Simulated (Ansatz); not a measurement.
# CH₅B + SiH₄: a complex and its separated parts

The complex below is one end of an elementary step. How strongly is it bound against its free parts?

The runs use Ansatz 0.2.0, Gaussian basis; PBE0-D4/def2-TZVP structures, single points in def2-TZVPP, no counterpoise correction.

Levels: SPW92, PBE-D4, BLYP-D4, r2SCAN-D4, B97M-V, PBE0-D4, B3LYP-D4, r2SCAN0-D4, BHLYP-D4, CAM-B3LYP-D4, wB97X-V, wB97M-V, B2PLYP, PBE-QIDH, RPA on PBE, Hartree-Fock, MP2, CCSD, CCSD(T).

Correlated methods freeze the cores. B3LYP uses VWN-RPA correlation. B2PLYP carries no dispersion term here.

20 further runs of the same task are left out: 20 set aside as unsound or not needed.

## (1) The system as given

The complex: 12 atoms, charge 0, spin multiplicity 1.

Atoms are counted from 1 here; the program's logs count them from 0.

Bond lengths: B1–Si2 2.176 Å, B1–H3 1.202 Å, B1–H4 1.235 Å, B1–H5 1.307 Å, B1–C6 1.593 Å, Si2–H5 1.634 Å, Si2–H7 1.478 Å, Si2–H8 1.495 Å, Si2–H9 1.479 Å, C6–H10 1.094 Å, C6–H11 1.094 Å, C6–H12 1.093 Å. Angles: Si2–B1–H3 118.4°, Si2–B1–H4 61.4°, Si2–B1–H5 48.4°, Si2–B1–C6 117.4°, H3–B1–H4 106.4°, H3–B1–H5 96.5°, H3–B1–C6 121.6°, H4–B1–H5 108.6°, H4–B1–C6 114.2°, H5–B1–C6 107.6°, B1–Si2–H5 36.8°, B1–Si2–H7 105.0°, B1–Si2–H8 123.1°, B1–Si2–H9 100.9°, H5–Si2–H7 114.3°, H5–Si2–H8 86.9°, H5–Si2–H9 121.6°, H7–Si2–H8 107.0° and more.

Geometry (Å):

```xyz
12
charge 0, multiplicity 1
B    -0.6265   -0.3867   -0.2470
Si    1.2625   -0.5926    0.8135
H    -1.1468   -1.3781   -0.6841
H    -0.6472   -0.4957    0.9832
H     0.5811   -0.6554   -0.6699
C    -1.0125    1.0644   -0.7802
H     1.1261   -1.8372    1.5998
H     2.5854   -0.6565    0.1206
H     1.2724    0.6541    1.6095
H    -0.4378    1.8725   -0.3181
H    -2.0669    1.2600   -0.5646
H    -0.8898    1.1513   -1.8627
```

Its parts: CH₅B holds atoms 1, 3, 4, 6, 10, 11, 12; SiH₄ holds atoms 2, 5, 7, 8, 9. Each part counts its atoms afresh in its own runs.

## (2) Relaxing CH₅B alone

Input file relax-a/in.yaml:

```yaml
crystal:
  periodic: [false, false, false]
  atoms:
    - {symbol: B, position_ang: [-0.626549, -0.386709, -0.247006]}
    - {symbol: H, position_ang: [-1.146769, -1.378100, -0.684139]}
    - {symbol: H, position_ang: [-0.647188, -0.495701, 0.983238]}
    - {symbol: C, position_ang: [-1.012537, 1.064368, -0.780157]}
    - {symbol: H, position_ang: [-0.437807, 1.872531, -0.318138]}
    - {symbol: H, position_ang: [-2.066889, 1.260032, -0.564632]}
    - {symbol: H, position_ang: [-0.889814, 1.151348, -1.862696]}
basis:
  gaussian: {orbitals: def2-TZVP}
hamiltonian: {xc: pbe0, dispersion: d4}
relax: {f_tol: 0.005, max_steps: 200}
```

The command line of these runs was not kept.

Further steps of the session: Relaxing SiH₄ alone; wB97M-V/def2-TZVPP; CCSD(T)/def2-TZVPP; Vibrations of CH₅B; Vibrations of SiH₄.

Q: Predict the outcome of this session. Wanted: complex less parts, CCSD(T)/def2-TZVPP; with zero-point energy; largest T1 diagnostic.

The runs gave:

| quantity | value |
| --- | --- |
| complex less parts, CCSD(T)/def2-TZVPP | -15.7 kJ/mol |
| with zero-point energy | +2.6 kJ/mol |
| largest T1 diagnostic | 0.011 |

At CCSD(T) the complex lies 15.7 kJ/mol below its parts. Among the functionals wB97X-V lands nearest to CCSD(T) (-1.4 kJ/mol) and SPW92 farthest (-71.4 kJ/mol). Mean unsigned error by rung: LDA 71.4, GGA 17.7, meta-GGA 13.5, hybrid 15.3, range-separated hybrid 3.5, double hybrid 12.5 kJ/mol. PBE-D4 gives a relative energy 32.0 kJ/mol too low, outside chemical accuracy (1 kcal/mol, 4.2 kJ/mol). No counterpoise was applied, and triple zeta lacks some correlation, so the CCSD(T) reference has a basis error of its own, and close matches with it are partly luck.
